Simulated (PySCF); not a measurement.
## How the method moves the HOMO and LUMO of `[C-]#CCCCC`

Species: C6H9 (charge -1).
Cartesian coordinates in Å at the PBE0-D3(BJ)/def2-SVP level; atoms count from 1:
```
atom  x, y, z in Å
C1     2.8119    1.1524    1.3492
C2     2.3615    0.4036    0.4542
C3     1.7388   -0.4309   -0.5751
C4     0.2266   -0.6200   -0.3692
C5    -0.5325    0.6976   -0.3602
C6    -2.0075    0.5600   -0.0186
H7     1.8864   -0.0022   -1.5920
H8     2.2012   -1.4396   -0.6278
H9     0.0737   -1.1225    0.6032
H10   -0.1885   -1.2925   -1.1480
H11   -0.4220    1.1858   -1.3467
H12   -0.0174    1.3532    0.3635
H13   -2.5240    1.5346   -0.0222
H14   -2.5365   -0.0971   -0.7320
H15   -2.1404    0.1214    0.9848
```

Basis pcSseg-1 throughout (PySCF), one geometry. Isolated species at its PBE0-D3(BJ)/def2-SVP geometry (one conformer only).

Task: How do the orbital energies and the gap change with the method?

Result: 
```csv
method,kind,HOMO (eV),LUMO (eV),gap (eV),SCF cycles
BLYP,GGA,1.06,3.95,2.89,16
OPBE,GGA,0.96,4.23,3.27,16
PBE,GGA,0.93,3.95,3.02,16
B97-D,GGA,0.89,4.10,3.20,16
LDA,LDA,0.86,3.77,2.92,16
BP86,GGA,0.79,4.01,3.22,16
KT3,GGA,0.74,3.87,3.13,16
KT2,GGA,0.67,3.91,3.24,17
B97-2,global hybrid,-0.25,4.78,5.04,14
B3LYP,global hybrid,-0.26,4.43,4.68,14
PBE0,global hybrid,-0.52,4.76,5.28,14
mPW1PW91,global hybrid,-0.55,4.80,5.34,14
BHandHLYP,global hybrid,-1.47,5.41,6.88,12
CAM-B3LYP,range-separated hybrid,-1.81,5.58,7.38,13
wB97X-D,range-separated hybrid,-2.38,6.55,8.93,13
HF,Hartree–Fock,-2.98,7.52,10.51,10
LC-wPBE,range-separated hybrid,-3.24,6.91,10.15,13
```

The HOMO spans 4.30 eV, from BLYP down to LC-wPBE, and the gap runs from 2.89 eV (BLYP) to 10.51 eV (HF). Over the methods BLYP (0 %), OPBE (0 %), PBE (0 %), B97-D (0 %), LDA (0 %), BP86 (0 %), KT3 (0 %), KT2 (0 %), B97-2 (21 %), B3LYP (20 %), PBE0 (25 %), mPW1PW91 (25 %), BHandHLYP (50 %), HF (100 %), a straight line through the gap against the share of exact exchange rises by 0.75 eV for each 10 % (correlation coefficient 0.996). Where the HOMO energy of this anion is positive, the outermost electrons may be held by the finite basis alone.
